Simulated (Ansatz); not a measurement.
BNH5Cl, closed shell: at the start structure of a reaction step.

in.yaml

```yaml
crystal:
  periodic: [false, false, false]
  atoms:
    - {symbol: B, position_ang: [-0.866390, -0.681995, 0.418842]}
    - {symbol: N, position_ang: [-0.479625, 0.613152, 0.078342]}
    - {symbol: H, position_ang: [-1.369616, -1.369704, -0.418531]}
    - {symbol: H, position_ang: [-0.659149, -1.069556, 1.529805]}
    - {symbol: H, position_ang: [1.486884, 0.122664, -0.557757]}
    - {symbol: Cl, position_ang: [2.705566, 0.082252, -0.989831]}
    - {symbol: H, position_ang: [-0.123599, 1.272225, 0.752167]}
    - {symbol: H, position_ang: [-0.693972, 1.031062, -0.813037]}
basis:
  gaussian: {orbitals: def2-TZVPP}
hamiltonian: {xc: pbe, dispersion: d4}
```

Run by:

```bash
ansatz run in.yaml --threads 2 --pin off --events-out ev --progress --plain --max-ram 4352MiB
```

Output of Ansatz 0.2.0:

```
Functional definition: PBE
  name "PBE"
  cite "Perdew, Burke & Ernzerhof, Phys. Rev. Lett. 77, 3865 (1996) doi:10.1103/PhysRevLett.77.3865"
  parent pbe
  parameter kappa = 0.804
  parameter beta = 0.06672455060314922
  exchange = pbe_x(kappa = kappa, mu = beta*pi^2/3)
  correlation = pbe_c(beta = beta)
913 factors; their error is unknown
mean field evaluation 1: about -14756.0407 eV, gradient 6.5e1 eV
mean field evaluation 2: about -14734.1015 eV, gradient 1.1e2 eV
mean field evaluation 4: about -14764.3258 eV, gradient 7.7e0 eV
mean field evaluation 8: about -14764.4579 eV, gradient 3.1e-1 eV
mean field evaluation 16: about -14764.4581 eV, gradient 6.4e-5 eV
mean field -14764.45805774 eV, -542.5838259128 hartree, gradient 6.4e-5 eV, S^2 0.000000; 0 other end points of the search recorded, 0 dependent functions left out
reference -14764.45809863 eV, -542.5838274155 hartree; 17, 17 occupied and 157, 157 virtual orbitals, 913 factors
Total energy: -14764.54941169 eV, -542.5871831086 hartree
```

The run took about 0.8 s on 2 CPU threads of an Intel Xeon 6975P-C (shared host).
